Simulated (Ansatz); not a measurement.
Rock-salt NaCl was calculated with LDA (plane waves, PAW; Ansatz, a quantum-chemistry and plane-wave program).

Total energies, extrapolated to zero smearing (they compare only within this program, potentials and cutoff; free atoms with spin allowed, lowest state found):

| system | energy (eV/atom) |
|---|---|
| rock-salt NaCl, relaxed | -1257.1661 |
| free Na atom | -1465.3613 |
| free Cl atom | -1041.9904 |

Work out the cohesive energy per atom.

E_coh = [1 × (-1465.3613) + 1 × (-1041.9904)]/2 − (-1257.1661) = 3.49 eV/atom. The reference value is 3.34 eV/atom (measured, static lattice: zero-point vibration energy added; as tabulated in Mejia-Rodriguez and Trickey (2018), arXiv:1807.09216), a difference of +0.15 eV/atom.

The PAW data were made under PBE.
